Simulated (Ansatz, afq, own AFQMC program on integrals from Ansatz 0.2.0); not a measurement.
# AFQMC, coupled cluster and functionals along a coordinate of BSiH₃, singlet

```xyz
5

Si    0.0000    0.0000    0.5052
B     0.0000    0.0000   -1.3160
H     0.0000    1.2660    1.2662
H     0.0000   -1.2660    1.2662
H     0.0000    0.0000   -2.4954
```

The Si1–B2 distance is changed with both sides rigid. Energies in kJ/mol count from this geometry (1.821 Å) at the same level; the start stands on RHF, each point on the determinant named.

Basis cc-pVDZ. Noble-gas cores (and the filled d shells of Ga–Kr and In–Xe) are frozen. Ansatz 0.2.0 and our own AFQMC program on the same integrals; the CISD trial comes from CCSD amplitudes, and released means the phaseless constraint is let go. Uncertainties: one standard error, sampling alone.

Cautions, each for one point or more: (T) is large; CCSDT(Q) on the UHF determinant differs, perhaps since the unrestricted series falls towards higher spin; higher spins were not checked; restricted determinant unstable towards unrestricted; strong correlation.

| r(Si1–B2) / Å | det. | T1 | weight | HF | B3LYP | CCSD(T) |
| --- | --- | --- | --- | --- | --- | --- |
| 1.678 | RHF | 0.018 | 0.87 | 37.9 | 35.3 | 45.7 |
| 2.011 | RHF | 0.018 | 0.85 | 36.7 | 31.3 | 20.8 |
| 2.538 | RHF | 0.046 | 0.77 | 308.8 | 245.3§ | 222.7 |
| 3.306 | RHF† | 0.012 | 0.81 | 377.4 | 382.3§ | 376.1 |
| 4.817 | RHF† | 0.013 | 0.83 | 310.6 | 371.9§ | 335.6 |

Task: Estimate the curve of CCSDT(Q), counted from the same start.

Result: 
```csv
r(Si1–B2) / Å,det.,T1,weight,CCSDT(Q),ph-AFQMC/CISD,released AFQMC
1.678,RHF,0.018,0.87,46.1,42.9 ± 2.0,44.5 ± 2.0*
2.011,RHF,0.018,0.85,20.0,21.0 ± 2.1,20.1 ± 2.3*
2.538,RHF,0.046,0.77,219.8,230.9 ± 2.5,226.8 ± 3.8*
3.306,RHF†,0.012,0.81,375.2,374.8 ± 2.2,375.6 ± 3.1*
4.817,RHF†,0.013,0.83,337.0,335.4 ± 2.0,334.4 ± 2.8*
```

Weight is that of the determinant in the CISD state; at the start T1 is 0.017 and the weight 0.86. An asterisk marks released energies that aren't shown to be converged. A dagger marks points whose determinant fills other symmetries than the start's, so the wave-function levels may follow another state there, or a degenerate partner. § marks a functional whose ⟨S²⟩ is too high by over 0.1. Largest departures from CCSDT(Q), at the points where its series has closed: CCSD(T) -1.4 kJ/mol at 4.817 (on RHF), ph-AFQMC/CISD -3.2 kJ/mol at 1.678 (on RHF) (within the noise), HF -26.4 kJ/mol at 4.817 (on RHF), B3LYP 11.3 kJ/mol at 2.011. Functionals count only at points shown to share the start's state and spin. In this small basis the wave-function levels are far from their limit, so their gap to the functionals isn't the functionals' error.

A walk keeps the symmetry of its determinant, which the program's search chose and which needn't be the lowest solution, so a lower state of the same spin and another symmetry isn't excluded.
